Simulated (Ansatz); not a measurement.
Relaxing Zn₂C₃

These are results of Ansatz 0.2.0, DFT PBE, scalar-relativistic, plane waves, PAW, not measurements. Cutoff 420 eV, Γ-centred k mesh, Gaussian smearing, no spin polarisation in the final step.

A relaxed cell is given with its space group left out.

```
CELL_PARAMETERS angstrom
2.67653 0.00000 0.00000
-1.33826 2.31794 0.00000
0.00000 0.00000 7.60691
ATOMIC_POSITIONS crystal
Zn 0.33333 0.66667 0.19668
Zn 0.66667 0.33333 0.80332
C 0.00000 0.00000 0.00000
C 0.33333 0.66667 0.47733
C 0.66667 0.33333 0.52267
```

The zero of energy is the elements' standard structures at the same level; no fitted shifts are applied.

Task: What space group does it have?

Result: P-3m1 (No. 164). Conventional cell: a = 2.677 Å, c = 7.607 Å. Zn has 4 C at 2.13–2.15 Å; C on Wyckoff site a (1 atom of the primitive cell) has 6 Zn at 2.15 Å and 6 C at 2.68 Å; C on Wyckoff site d (2 atoms of the primitive cell) is coordinated by 3 C at 1.58 Å.

Task: How far does it lie from the elements in energy?

Result: 1.07 eV/atom.

Task: Is it a metal?

Result: Yes, bands cross the Fermi level on the 18×18×6 mesh.

The final run used a 18×18×6 mesh on its 5-atom cell and 0.10 eV smearing. For metals, differences of a few meV/atom aren't resolved. The cell came from a trial start, so Zn₂C₃ may not exist in this structure.

Cost: 3 runs of about 1.9 core-minutes in all, on Arm Neoverse V2 (shared hosts).